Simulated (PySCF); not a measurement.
# C3H2F+ (SMILES Fc1c[cH+]1): B3LYP-D3M(BJ)/6-311G(2df,2pd) (sfX2C, density fitting with cc-pvdz-jkfit)

What is the electrostatic solvation energy at fixed shape (ddCOSMO, chlorobenzene) of C3H2F+ at B3LYP-D3M(BJ)/6-311G(2df,2pd) (sfX2C, density fitting with cc-pvdz-jkfit)? Input form: a Python script.

The results are computed with PySCF 2.14.0.

8 further runs of the same task are left out: 8 set aside as unsound or not needed.

### Step 1. The molecule

The species is C3H2F+ (6 atoms), meant as a singlet with charge +1. As SMILES, `Fc1c[cH+]1`. The coordinates come from a GFN2-xTB relaxation.

Bond lengths: F1–C2 1.251 Å, C2–C3 1.384 Å, C2–C4 1.384 Å, C3–C4 1.382 Å, C3–H5 1.077 Å, C4–H6 1.077 Å. Angles: F1–C2–C3 150.1°, F1–C2–C4 150.0°, C3–C2–C4 59.9°, C2–C3–C4 60.1°, C2–C4–C3 60.1°, C2–C3–H5 150.5°, C4–C3–H5 149.5°, C2–C4–H6 150.6°, C3–C4–H6 149.4°.

### Step 2. Energy and one-electron properties at B3LYP-D3M(BJ)/6-311G(2df,2pd) (sfX2C, density fitting with cc-pvdz-jkfit)

run.py reads:

```python
import numpy
from pyscf import gto, scf, dft, lo

molecule = gto.M(
    atom='''
F   -0.466690  -1.833010   0.722760
C   -0.178030  -0.700530   0.276220
C    0.660170   0.122710  -0.455960
C   -0.464080   0.648280   0.152430
H    1.540110   0.265140  -1.059800
H   -1.091470   1.497420   0.364360
''',
    max_memory=1860,
    charge=1,
    verbose=4,
    basis='6-311g(2df,2pd)',
)

calc0 = dft.RKS(molecule, xc='b3lyp')
calc0 = calc0.x2c()
calc0 = calc0.density_fit(auxbasis='cc-pvdz-jkfit')
calc0.disp = 'd3bjm'
calc0.kernel()

e_tot = calc0.e_tot
print('Final energy', e_tot)
dip = calc0.dip_moment()
pop, q = calc0.mulliken_pop()
quad = calc0.quad_moment()
occ = calc0.mo_coeff[:, calc0.mo_occ > 0]
iaos = lo.vec_lowdin(lo.iao.iao(molecule, occ), calc0.get_ovlp())
c = iaos.T @ calc0.get_ovlp() @ occ
pop_iao, q_iao = scf.hf.mulliken_pop(lo.iao.reference_mol(molecule), (c * calc0.mo_occ[calc0.mo_occ > 0]) @ c.T, numpy.eye(c.shape[0]), verbose=0)
print('IAO charges', numpy.round(q_iao, 4))
```

Run with:

```console
$ OMP_NUM_THREADS=1 python run.py
```

The log of the run:

```text
PySCF version 2.14.0

[... 79 lines left out ...]
converged SCF energy = -215.155691913373
Final energy -215.1556919133727
Dipole moment(X, Y, Z, Debye):  0.19141,  0.75028, -0.29602
[... 158 lines left out ...]
IAO charges [-0.0863  0.4964  0.0319  0.0319  0.2631  0.2631]
```

Wall time 9.6 s (1 thread of Arm Neoverse V2, shared host); peak memory 0.54 GiB.

Atomic charges (e):

```tsv
atom	Mulliken	IAO
F1	+0.029	-0.086
C2	+0.382	+0.496
C3	+0.154	+0.032
C4	+0.154	+0.032
H5	+0.140	+0.263
H6	+0.140	+0.263
```

### Step 3. The charge distribution at B3LYP-D3M(BJ)/6-311G(2df,2pd) (sfX2C, density fitting with cc-pvdz-jkfit, ddCOSMO chlorobenzene)

run.py reads:

```python
import numpy
from pyscf import gto, scf, dft, lo, solvent

molecule = gto.M(
    atom='''
F     -0.466690    -1.833010     0.722760
C     -0.178030    -0.700530     0.276220
C      0.660170     0.122710    -0.455960
C     -0.464080     0.648280     0.152430
H      1.540110     0.265140    -1.059800
H     -1.091470     1.497420     0.364360
''',
    max_memory=1860,
    basis='6-311g(2df,2pd)',
    charge=1,
    verbose=4,
)

mf = dft.RKS(molecule)
mf.xc = 'b3lyp'
mf = mf.sfx2c1e()
mf = mf.density_fit(auxbasis='cc-pvdz-jkfit')
mf = mf.ddCOSMO()
mf.with_solvent.eps = 5.6968  # chlorobenzene
mf.disp = 'd3bjm'
mf.kernel()

energy = mf.e_tot
print(f'total energy: {energy:.8f} hartree')
mf.analyze()
quad = mf.quad_moment()
occ = mf.mo_coeff[:, mf.mo_occ > 0]
iaos = lo.vec_lowdin(lo.iao.iao(molecule, occ), mf.get_ovlp())
c = iaos.T @ mf.get_ovlp() @ occ
pop_iao, q_iao = scf.hf.mulliken_pop(lo.iao.reference_mol(molecule), (c * mf.mo_occ[mf.mo_occ > 0]) @ c.T, numpy.eye(c.shape[0]), verbose=0)
print('IAO charges', numpy.round(q_iao, 4))
```

Run with:

```console
$ OMP_NUM_THREADS=1 python run.py
```

The log of the run:

```text
PySCF version 2.14.0

[... 122 lines left out ...]
One-electron Energy =                 -484.985923431930871
[... 18 lines left out ...]
MO #13  energy= -0.481132194419484 occ= 2
[... 16 lines left out ...]
MO #30  energy= 0.403657026381788  occ= 0
[... 16 lines left out ...]
MO #47  energy= 1.02054460343158   occ= 0
[... 16 lines left out ...]
MO #64  energy= 2.24260305725963   occ= 0
[... 16 lines left out ...]
MO #81  energy= 2.81958627629752   occ= 0
[... 16 lines left out ...]
MO #98  energy= 3.36611772661069   occ= 0
[... 16 lines left out ...]
MO #115 energy= 4.2809892105224    occ= 0
[... 16 lines left out ...]
MO #132 energy= 6.49495329195111   occ= 0
[... 173 lines left out ...]
Dipole moment(X, Y, Z, Debye):  0.24338,  0.95490, -0.37531
[... 2 lines left out ...]
IAO charges [-0.103   0.4969  0.0412  0.0413  0.2618  0.2618]
```

Run time: 21 s. Hardware: 1 thread of Arm Neoverse V2, shared host; peak memory 0.58 GiB.

Atomic charges (e):

```tsv
atom	Mulliken	IAO
F1	+0.002	-0.103
C2	+0.401	+0.497
C3	+0.171	+0.041
C4	+0.171	+0.041
H5	+0.127	+0.262
H6	+0.127	+0.262
```

### Step 4. Outcome

Level: B3LYP-D3M(BJ)/6-311G(2df,2pd) (sfX2C, density fitting with cc-pvdz-jkfit).

```
                                          quantity          value
                           gas phase: total energy  -215.15569 Eh
                            gas phase: HOMO energy      -16.76 eV
                            gas phase: LUMO energy       -8.39 eV
                          gas phase: HOMO–LUMO gap        8.36 eV
                      gas phase: dispersion energy  -18.62 kJ/mol
              ddCOSMO, chlorobenzene: total energy  -215.23771 Eh
               ddCOSMO, chlorobenzene: HOMO energy      -12.42 eV
               ddCOSMO, chlorobenzene: LUMO energy       -3.95 eV
             ddCOSMO, chlorobenzene: HOMO–LUMO gap        8.47 eV
         ddCOSMO, chlorobenzene: dispersion energy  -18.62 kJ/mol
ddCOSMO, chlorobenzene: solvent term in the energy  -216.1 kJ/mol
  energy change from gas to solvent at fixed shape      -2.232 eV
```

What this shows: The solvent model (ddCOSMO, chlorobenzene) lowers the energy by 2.23 eV (−215 kJ/mol) at the same shape. It holds the electrostatic part alone, without cavity or dispersion terms.
